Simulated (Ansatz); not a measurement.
Results of HSE06 in Ansatz (PAW) for zinc-blende BeTe.

Numerical settings: plane-wave cutoff 520 eV, 8×8×8 k mesh, scalar-relativistic PAW data made under PBE.

Computed at the level's own relaxed cell.

```
BeTe
1.0
    0.00000     2.81500     2.81500
    2.81500     0.00000     2.81500
    2.81500     2.81500     0.00000
Be Te
1 1
Direct
  0.00000   0.00000   0.00000
  0.75000   0.75000   0.75000
```

Q: Give the elastic tensor (Voigt notation, GPa, ions relaxed, in the Cartesian axes of the cell as printed).

A: 
```
  104.3    39.1    39.1     0.0     0.0     0.0
   39.1   104.3    39.1     0.0     0.0     0.0
   39.1    39.1   104.3     0.0     0.0     0.0
    0.0     0.0     0.0    53.5     0.0     0.0
    0.0     0.0     0.0     0.0    53.5     0.0
    0.0     0.0     0.0     0.0     0.0    53.5
```

Static lattice: no zero-point or thermal effects.

Ansatz is a quantum-chemistry and plane-wave program.
